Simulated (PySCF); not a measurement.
PySCF input (PBE0/aug-pcseg-1):

```python
import numpy as np, basis_set_exchange as bse
from pyscf import gto, scf, dft, df, tdscf

basis = {'C': gto.basis.parse(bse.get_basis('aug-pcseg-1', elements=['C'], fmt='nwchem')), 'H': gto.basis.parse(bse.get_basis('aug-pcseg-1', elements=['H'], fmt='nwchem'))}
mol = gto.M(
    atom='''
    C    -0.00105023   -0.00044593    0.21807837
    C    -0.00682676   -0.00289863    1.41756777
    C     0.00595226    0.00252732   -1.23597935
    H    -0.01194066   -0.00506999    2.47946412
    H     0.01516829    1.02317495   -1.62370089
    H     0.88736845   -0.51296496   -1.62264162
    H    -0.87904773   -0.50023658   -1.63112234
    ''',
    basis=basis,
    charge=0,
    verbose=4,
    max_memory=8640,
)
mf = dft.RKS(mol, xc='pbe0')
mf.grids.level = 3
mf = mf.density_fit(auxbasis=df.autoaux(mol))
mf.conv_tol = 1e-9
mf.max_cycle = 100
print('smallest overlap eigenvalue', np.linalg.eigvalsh(mol.intor('int1e_ovlp'))[0])
mf.kernel()
dip = mf.dip_moment()
td = tdscf.TDA(mf)
td.nstates = 4
td.kernel()
td.analyze()
osc = td.oscillator_strength()
```

Output:

```
PySCF version 2.14.0

[INPUT] verbose = 4
[INPUT] num. atoms = 7
[INPUT] num. electrons = 22
[INPUT] charge = 0
[INPUT] spin (= nelec alpha-beta = 2S) = 0
[INPUT] symmetry False subgroup None
[INPUT] Mole.unit = angstrom
[INPUT] Symbol           X                Y                Z      unit          X                Y                Z       unit  Magmom
[INPUT]  1 C     -0.001050230000  -0.000445930000   0.218078370000 AA   -0.001984647068  -0.000842685571   0.412108392992 Bohr   0.0
[INPUT]  2 C     -0.006826760000  -0.002898630000   1.417567770000 AA   -0.012900706718  -0.005477616836   2.678814848310 Bohr   0.0
[INPUT]  3 C      0.005952260000   0.002527320000  -1.235979350000 AA    0.011248141222   0.004775942629  -2.335662467118 Bohr   0.0
[INPUT]  4 H     -0.011940660000  -0.005069990000   2.479464120000 AA   -0.022564577147  -0.009580892554   4.685508122486 Bohr   0.0
[INPUT]  5 H      0.015168290000   1.023174950000  -1.623700890000 AA    0.028663913878   1.933520433016  -3.068349990313 Bohr   0.0
[INPUT]  6 H      0.887368450000  -0.512964960000  -1.622641620000 AA    1.676883342080  -0.969363285898  -3.066348260121 Bohr   0.0
[INPUT]  7 H     -0.879047730000  -0.500236580000  -1.631122340000 AA   -1.661159460121  -0.945310133689  -3.082374498260 Bohr   0.0

nuclear repulsion = 58.8966378686872
number of shells = 47
number of NR pGTOs = 146
number of NR cGTOs = 105
basis = {'C': [[0, [1243.2, 0.00603366], [187.145, 0.0449576], [42.5126, 0.197901], [11.7393, 0.5], [3.50548, 0.480364]], [0, [5.39089, -0.070398], [0.493341, 0.5]], [0, [0.149741, 1.0]], [0, [0.042849, 1.0]], [1, [9.18056, 0.0431701], [1.93658, 0.224999], [0.526296, 0.5]], [1, [0.136319, 1.0]], [1, [0.03408, 1.0]], [2, [0.8, 1.0]], [2, [0.10224, 1.0]]], 'H': [[0, [12.2518, 0.0233371], [1.86871, 0.15915], [0.418208, 0.5]], [0, [0.1061, 1.0]], [0, [0.026525, 1.0]], [1, [1.0, 1.0]], [1, [0.079575, 1.0]]]}
ecp = {}
ETB for H: l = 0, exps = 0.05305 * 1.8^n , n = 0..11
ETB for H: l = 1, exps = 0.1061 * 2^n , n = 0..5
ETB for H: l = 2, exps = 0.15915 * 2.2^n , n = 0..4
ETB for C: l = 0, exps = 0.06816 * 1.8^n , n = 0..15
ETB for C: l = 1, exps = 0.06816 * 1.8^n , n = 0..12
ETB for C: l = 2, exps = 0.06816 * 1.8^n , n = 0..11
ETB for C: l = 3, exps = 0.13632 * 2.2^n , n = 0..4
smallest overlap eigenvalue 2.4411071890274187e-05

******** <class 'pyscf.df.df_jk.DFRKS'> ********
method = DFRKS
initial guess = minao
damping factor = 0
level_shift factor = 0
DIIS = <class 'pyscf.scf.diis.CDIIS'>
diis_start_cycle = 1
diis_space = 8
diis_damp = 0
SCF conv_tol = 1e-09
SCF conv_tol_grad = None
SCF max_cycles = 100
direct_scf = False
XC library pyscf.dft.libxc version 7.1.2
    S. Lehtola, C. Steigemann, M. J. T. Oliveira, and M. A. L. Marques,  SoftwareX 7, 1–5 (2018)
XC functionals = pbe0
    C. Adamo and V. Barone,  J. Chem. Phys. 110, 6158 (1999)
    M. Ernzerhof and G. E. Scuseria,  J. Chem. Phys. 110, 5029 (1999)
radial grids:
    Treutler-Ahlrichs [JCP 102, 346 (1995); DOI:10.1063/1.469408] (M4) radial grids

becke partition: Becke, JCP 88, 2547 (1988); DOI:10.1063/1.454033
pruning grids: <function nwchem_prune>
grids dens level: 3
symmetrized grids: False
atomic radii adjust function: <function treutler_atomic_radii_adjust>
small_rho_cutoff = 0
Set gradient conv threshold to 3.16228e-05
Initial guess from minao.
tot grids = 81592
******** <class 'pyscf.df.df.DF'> ********
auxbasis = {'H': [[0, [np.float64(34.09439154703258), 1]], [0, [np.float64(18.941328637240325), 1]], [0, [np.float64(10.522960354022402), 1]], [0, [np.float64(5.846089085568002), 1]], [0, [np.float64(3.2478272697600006), 1]], [0, [np.float64(1.8043484832), 1]], [0, [np.float64(1.002415824), 1]], [0, [np.float64(0.5568976800000001), 1]], [0, [np.float64(0.30938760000000004), 1]], [0, [np.float64(0.171882), 1]], [0, [np.float64(0.09549), 1]], [0, [np.float64(0.05305), 1]], [1, [np.float64(3.3952), 1]], [1, [np.float64(1.6976), 1]], [1, [np.float64(0.8488), 1]], [1, [np.float64(0.4244), 1]], [1, [np.float64(0.2122), 1]], [1, [np.float64(0.1061), 1]], [2, [np.float64(3.7281842400000014), 1]], [2, [np.float64(1.6946292000000007), 1]], [2, [np.float64(0.7702860000000001), 1]], [2, [np.float64(0.35013000000000005), 1]], [2, [np.float64(0.15915), 1]]], 'C': [[0, [np.float64(459.85102441910374), 1]], [0, [np.float64(255.4727913439465), 1]], [0, [np.float64(141.92932852441473), 1]], [0, [np.float64(78.84962695800819), 1]], [0, [np.float64(43.80534831000454), 1]], [0, [np.float64(24.33630461666919), 1]], [0, [np.float64(13.520169231482884), 1]], [0, [np.float64(7.511205128601602), 1]], [0, [np.float64(4.172891738112001), 1]], [0, [np.float64(2.31827318784), 1]], [0, [np.float64(1.2879295488000002), 1]], [0, [np.float64(0.715516416), 1]], [0, [np.float64(0.39750912000000005), 1]], [0, [np.float64(0.22083840000000002), 1]], [0, [np.float64(0.122688), 1]], [0, [np.float64(0.06816), 1]], [1, [np.float64(78.84962695800819), 1]], [1, [np.float64(43.80534831000454), 1]], [1, [np.float64(24.33630461666919), 1]], [1, [np.float64(13.520169231482884), 1]], [1, [np.float64(7.511205128601602), 1]], [1, [np.float64(4.172891738112001), 1]], [1, [np.float64(2.31827318784), 1]], [1, [np.float64(1.2879295488000002), 1]], [1, [np.float64(0.715516416), 1]], [1, [np.float64(0.39750912000000005), 1]], [1, [np.float64(0.22083840000000002), 1]], [1, [np.float64(0.122688), 1]], [1, [np.float64(0.06816), 1]], [2, [np.float64(43.80534831000454), 1]], [2, [np.float64(24.33630461666919), 1]], [2, [np.float64(13.520169231482884), 1]], [2, [np.float64(7.511205128601602), 1]], [2, [np.float64(4.172891738112001), 1]], [2, [np.float64(2.31827318784), 1]], [2, [np.float64(1.2879295488000002), 1]], [2, [np.float64(0.715516416), 1]], [2, [np.float64(0.39750912000000005), 1]], [2, [np.float64(0.22083840000000002), 1]], [2, [np.float64(0.122688), 1]], [2, [np.float64(0.06816), 1]], [3, [np.float64(3.1933777920000006), 1]], [3, [np.float64(1.4515353600000005), 1]], [3, [np.float64(0.6597888000000001), 1]], [3, [np.float64(0.299904), 1]], [3, [np.float64(0.13632), 1]]]}
init E= -116.704783128683
  HOMO = -0.327748680748303  LUMO = -0.0238097676402009  gap/eV = 8.27060
cycle= 1 E= -116.457496372158  delta_E= 0.247  |g|= 0.303  |ddm|= 5.22
  HOMO = -0.224021449485229  LUMO = 0.00115002565105193  gap/eV = 6.12723
cycle= 2 E= -116.462574069379  delta_E= -0.00508  |g|= 0.268  |ddm|= 1.42
  HOMO = -0.2879671769431  LUMO = -0.00173383055282095  gap/eV = 7.78881
cycle= 3 E= -116.482962707968  delta_E= -0.0204  |g|= 0.0451  |ddm|= 0.559
  HOMO = -0.286492596367609  LUMO = -0.00250868775087998  gap/eV = 7.72760
cycle= 4 E= -116.483192716545  delta_E= -0.00023  |g|= 0.0353  |ddm|= 0.102
  HOMO = -0.284885300334621  LUMO = -0.00203120480555352  gap/eV = 7.69685
cycle= 5 E= -116.483508584923  delta_E= -0.000316  |g|= 0.00276  |ddm|= 0.047
  HOMO = -0.285295420468858  LUMO = -0.00194348924078724  gap/eV = 7.71040
cycle= 6 E= -116.483510308709  delta_E= -1.72e-06  |g|= 0.00112  |ddm|= 0.0107
  HOMO = -0.285259875558444  LUMO = -0.00195584362920442  gap/eV = 7.70910
cycle= 7 E= -116.483510615554  delta_E= -3.07e-07  |g|= 7.8e-05  |ddm|= 0.00149
  HOMO = -0.285258025616243  LUMO = -0.00195986920414448  gap/eV = 7.70894
cycle= 8 E= -116.483510617305  delta_E= -1.75e-09  |g|= 9.83e-06  |ddm|= 0.00037
  HOMO = -0.285257043864248  LUMO = -0.00195922457003839  gap/eV = 7.70893
cycle= 9 E= -116.483510617333  delta_E= -2.75e-11  |g|= 9.71e-07  |ddm|= 3.9e-05
  HOMO = -0.285257271248659  LUMO = -0.00195914089883686  gap/eV = 7.70893
Extra cycle  E= -116.483510617333  delta_E= 5.68e-14  |g|= 1.76e-06  |ddm|= 4.93e-06
converged SCF energy = -116.483510617333
Dipole moment(X, Y, Z, Debye):  0.00408,  0.00173, -0.84750

******** <class 'pyscf.tdscf.rks.TDA'> for <class 'pyscf.df.df_jk.DFRKS'> ********
nstates = 4 singlet
deg_eia_thresh = 1.000e-03
wfnsym = None
conv_tol = 1e-05
eigh lindep = 1e-12
eigh level_shift = 0
eigh max_cycle = 100
chkfile = tmpyi0g2d43

Excitation energies (eV)
[6.6902196  6.6905504  6.69056902 6.89354933]

** Singlet excitation energies and oscillator strengths **
Excited State   1:      6.69022 eV    185.32 nm  f=0.0000
      10 -> 15        0.35019
      10 -> 17       -0.31684
      10 -> 19        0.11192
      11 -> 14        0.35050
      11 -> 18       -0.31676
      11 -> 20        0.11195
Excited State   2:      6.69055 eV    185.31 nm  f=0.0117
      10 -> 12        0.12787
      11 -> 12       -0.68213
Excited State   3:      6.69057 eV    185.31 nm  f=0.0117
      10 -> 12       -0.68225
      11 -> 12       -0.12790
Excited State   4:      6.89355 eV    179.86 nm  f=0.0010
      10 -> 15        0.37882
      10 -> 17       -0.25569
      10 -> 18       -0.15093
      11 -> 14       -0.37881
      11 -> 17       -0.15093
      11 -> 18        0.25569

** Transition electric dipole moments (AU) **
state          X           Y           Z        Dip. S.      Osc.
  1        -0.0051      0.0002     -0.0000      0.0000      0.0000
  2         0.2668      0.0008      0.0013      0.0712      0.0117
  3        -0.0008      0.2668      0.0005      0.0712      0.0117
  4        -0.0774      0.0009     -0.0004      0.0060      0.0010

** Transition velocity dipole moments (imaginary part, AU) **
state          X           Y           Z        Dip. S.      Osc.
  1        -0.0009      0.0000     -0.0000      0.0000      0.0000
  2         0.0468      0.0001      0.0002      0.0022      0.0059
  3        -0.0001      0.0468      0.0001      0.0022      0.0059
  4        -0.0083      0.0001     -0.0000      0.0001      0.0002

** Transition magnetic dipole moments (imaginary part, AU) **
state          X           Y           Z
  1         0.0009      0.0110     -0.1179
  2         0.0018     -0.5664     -0.0034
  3         0.5665      0.0018      0.0028
  4        -0.0009     -0.0814     -0.0002
```
